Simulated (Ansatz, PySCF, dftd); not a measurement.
Reaction: SO2 (sulfur dioxide, SMILES O=S=O) → SO2+ (parent SMILES O=S=O, doublet) + e-
Each species at its own B3LYP-D3(BJ)/def2-TZVP minimum (Ansatz, a first-principles code).

Property: adiabatic ionisation energy (0 K, zero-point energies from PySCF's Hessians at B3LYP-D3(BJ)/def2-TZVP), in eV. Radicals and triplets start from unrestricted determinants; spin-orbit coupling is neglected. Cores are frozen in correlated methods. Rows without X2C or -DK are non-relativistic. CBS(X,Y): correlation extrapolated as X^-3, Hartree-Fock from the larger set (Q,5: extrapolated as (X+1)exp(-9√X)). A bracket is a step between two methods taken in the basis named. The functionals are non-relativistic, so their misses hold any scalar relativity. 'core' is core correlation in cc-pwCVTZ (1s frozen past Ne), 'X2C' scalar relativity in cc-pVTZ-DK, both at CCSD(T). The restricted determinant of O2S (O=S=O, singlet) is unstable towards broken spin symmetry in at least one set run. The UHF reference of O2S+ (parent SMILES O=S=O, doublet) is spin-contaminated (<S^2> up to 0.05 over the pure value in the sets run). The determinant of O2S+ (parent SMILES O=S=O, doublet) is a saddle point of the SCF energy; a lower one exists, which strains HF and MP2.

Measured: 12.35 eV (CCCBDB table in ASE).

| level | program | adiabatic ionisation energy (eV) | error against that value |
|---|---|---|---|
| PBE/def2-TZVPD | Ansatz | 11.94 | -0.41 |
| PBE0-D4/def2-TZVPD | Ansatz + dftd4 | 12.22 | -0.13 |
| PBE0/def2-TZVPD | Ansatz | 12.22 | -0.13 |
| CCSD/CBS(cc-pV(T+d)Z,cc-pV(Q+d)Z) | Ansatz | 12.46 | 0.11 |
| CCSDT(Q)/cc-pV(D+d)Z | Ansatz | 11.51 | -0.84 |
| CCSD(T)/CBS(cc-pV(Q+d)Z,cc-pV(5+d)Z) + [CCSDT(Q) - CCSD(T)]/cc-pV(D+d)Z + core + X2C | Ansatz | 12.35 | 0.00 |
| CCSD(T)/CBS(cc-pV(Q+d)Z,cc-pV(5+d)Z) + [CCSDT(Q) - CCSD(T)]/cc-pV(T+d)Z + core + X2C | Ansatz | 12.35 | 0.00 |
